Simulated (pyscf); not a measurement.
A first-order saddle from PySCF, ωB97X-D3(BJ)/def2-SVP:

```
B
O 1 1.3816
H 2 0.9610 1 110.30
H 1 1.2410 2 108.21 3 179.64
H 1 2.2311 4 117.83 2 -158.44
N 5 1.0824 1 118.86 4 -94.92
H 6 1.0274 5 113.15 1 104.12
H 6 1.0283 7 112.99 5 -133.75
H 6 1.0814 7 112.89 8 -133.10
```

Surface: singlet, charge 0. Lowest wavenumbers (cm⁻¹): 1063i, 118, 131, 215, 329.

Problem. Which two sides does it connect, and which bonds change?

Solution. H₂B–OH (SMILES BO) + NH₃ (SMILES N) <-> H₂B–OH (SMILES BO) + NH₃ (SMILES N), a four-centre exchange read from left to right: B–H, H–N broken and B–H, H–N formed. At CCSD(T)/def2-TZVPP + ΔMP2(QZVPP) it lies +84.3 kcal/mol from the left side and +84.3 kcal/mol from the right (each side as separated species at their lowest minima found). On the reactant side the descent ends in a bound adduct (not fully relaxed), 9.6 kcal/mol under the separated species and 94.4 kcal/mol under the saddle at ωB97X-D3(BJ)/def2-TZVP. On the product side the descent ends in a bound adduct (not fully relaxed), 9.5 kcal/mol under the separated species and 94.3 kcal/mol under the saddle at ωB97X-D3(BJ)/def2-TZVP. The same reactants have a lower exit, to H₂B–NH₂ + H₂O (barrier +11.4 kcal/mol at ωB97M-D3(BJ), against +82.3 kcal/mol here). One saddle was located; it need not be the lowest between these sides. The CCSD(T) − MP2 part came from Ansatz, without density fitting, on the same reference.
